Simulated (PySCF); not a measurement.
**Spin-rotation constants: `InChI=1S/C3H3P2/c1-2-5-3-4-1/h1-3H/q-1`, charge -1**

Geometry (Å), atoms numbered from 1 in this order:
```xyz
8

C    -0.8156    0.7224    0.3173
C    -0.9934   -0.5190   -0.2827
P     0.4577   -1.4500   -0.6407
C     1.5391   -0.2382   -0.0043
P     0.8405    1.2205    0.6494
H    -1.6674    1.3663    0.5747
H    -1.9929   -0.9057   -0.5228
H     2.6254   -0.3894   -0.0130
```

Total charge -1.

Computed, not measured: GIAO OLYP/aug-pcSseg-1 magnetisability, rotational g tensor and spin-rotation constants, non-relativistic, gas phase in PySCF. Geometry: PBE0-D3(BJ)/def2-SVP.

For an ion the centre-of-mass motion in the field is neglected. The highest occupied orbital is unbound at this level, so the values depend on the basis.

Give the nuclear spin-rotation constants along the inertial axes (H = +C I·J) beside the isotropic shieldings.

Rotational constants 6.6035, 3.2955, 2.1984 GHz. A star marks the isotopologue with that one atom substituted, in its own axes.
```tsv
atom	isotope	Caa (kHz)	Cbb (kHz)	Ccc (kHz)	mean (kHz)	σ (ppm)
P3	31P	13.896	8.035	3.093	8.341	161.3
P5	31P	13.901	8.036	3.093	8.343	161.1
H6	1H	-0.113	0.276	-0.177	-0.005	23.2
H7	1H	-0.113	0.276	-0.177	-0.005	23.2
H8	1H	-0.515	0.533	-0.202	-0.061	22.9
C1	13C*	2.621	1.478	0.371	1.490	41.9
C4	13C*	2.199	2.025	0.336	1.520	24.1
```
For the geometry as given, no vibrational averaging.
